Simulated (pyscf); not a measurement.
`[Cl][SiH]([Cl])[Cl]` + `[OH2]` -> `[ClH]` + `[OH][SiH]([Cl])[Cl]` (four-centre exchange; singlet surface; Cl–Si, H–O broken, Cl–H, O–Si formed). Single points on ωB97X-D3(BJ)/def2-SVP structures (PySCF, gas phase). Rate constants from transition-state theory, ωB97M-D3(BJ)/def2-TZVP energies (ideal gas, 1 atm, RRHO with modes under 100 cm⁻¹ raised to 100, one conformer, R ln 2 for chiral ones without a mode under 150 cm⁻¹; no tunnelling), k in cm³ molecule⁻¹ s⁻¹.

```tsv
T (K)	1000/T	log10 k
298	3.354	-25.72
600	1.667	-19.37
900	1.111	?
1200	0.833	-15.81
```

### Question
Fit an Arrhenius line to the three values, give the activation energy, and predict k at 900 K.

### Answer
Least squares gives log10 k = -12.68 − 3.91 × 1000/T, so Ea = 3.91 × ln 10 × 1.987 = 17.9 kcal/mol, against an electronic barrier of 17.1. At 900 K the line gives -17.02; the computed value is -17.08 (ΔG‡ = 47.1 kcal/mol), close to the line. One saddle was located; it need not be the lowest between these sides.
